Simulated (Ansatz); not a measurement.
# SiHCl₂ radical: small, medium and large basis sets

Aim: see how fast density functionals converge with the basis set for SiHCl₂ radical.

The runs use Ansatz 0.2.0, Gaussian basis; one geometry, several basis sets.

Plan: PBE0-D4/def2-SVP; ωB97M-V/def2-SVP; PBE0-D4/def2-QZVPP; ωB97M-V/def2-QZVPP; the functionals' def2-TZVPP values are taken from earlier runs.

## 1. Structure used throughout

The geometry comes from an earlier relaxation with PBE0-D4 in a triple-zeta def2 set; it is a stationary point.

SMILES `Cl[SiH]Cl`, 4 atoms, charge 0, spin multiplicity 2.

Atoms are counted from 1 here; the program's logs count them from 0.

Bond lengths: Cl1–Si2 2.047 Å, Si2–Cl3 2.047 Å, Si2–H4 1.488 Å. Angles: Cl1–Si2–Cl3 110.2°, Cl1–Si2–H4 108.0°, Cl3–Si2–H4 108.0°.

## 2. PBE0-D4 in def2-SVP

in.yaml reads:

```yaml
crystal:
  periodic: [false, false, false]
  atoms:
    - {symbol: Cl, position_ang: [-1.646644, 0.177814, 0.889382]}
    - {symbol: Si, position_ang: [0.187626, -0.414158, 0.199985]}
    - {symbol: Cl, position_ang: [0.250858, -0.281336, -1.841739]}
    - {symbol: H, position_ang: [1.208160, 0.517690, 0.752372]}
basis:
  gaussian: {orbitals: def2-SVP}
magnetization: {spin_polarized: true, initial_magnetization: 1}
hamiltonian: {xc: pbe0, dispersion: d4}
output: {orbitals: {seedname: orbitals}}
```

The runs that follow: ωB97M-V in def2-SVP; PBE0-D4 in def2-QZVPP; ωB97M-V in def2-QZVPP.

Q: Predict the results of all the runs planned. Wanted: PBE0-D4: double and triple zeta above quadruple; ωB97M-V: double and triple zeta above quadruple.

The runs gave:

| quantity | value |
| --- | --- |
| PBE0-D4: double and triple zeta above quadruple | 12.57, 1.01 eV |
| ωB97M-V: double and triple zeta above quadruple | 12.42, 0.96 eV |

PBE0-D4 gains 11.57 eV from double to triple zeta, then 1.01 eV more. These are total energies; as a rule much of such shifts cancels in differences, which this series doesn't test.
